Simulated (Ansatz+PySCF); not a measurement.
Values are calculated unless marked as measured or tabulated.
Input for PySCF 2.14.0:

```python
from pyscf import gto, scf, mp

mol = gto.M(atom="""
B 0.045910 0.005160 -1.355510
C -0.022040 0.041550 0.199640
O 0.007450 -0.042570 1.339750
H -0.012330 -1.132700 -1.646090
H -1.012650 0.553390 -1.675520
H 1.022310 0.547140 -1.668470
""", basis='def2-svp', charge=0, spin=0)
mf = scf.RHF(mol)
mf.kernel()
pt = mp.MP2(mf, frozen=3).run()
print(mf.e_tot, pt.e_corr, pt.e_tot)
```

The script is written out from the run's settings.

Output:

| Item | Value |
| --- | --- |
| Converged | yes |
| Reference energy | -139.02418 hartree |
| Correlation energy | -0.40997 hartree |
| Total energy | -139.43415 hartree |
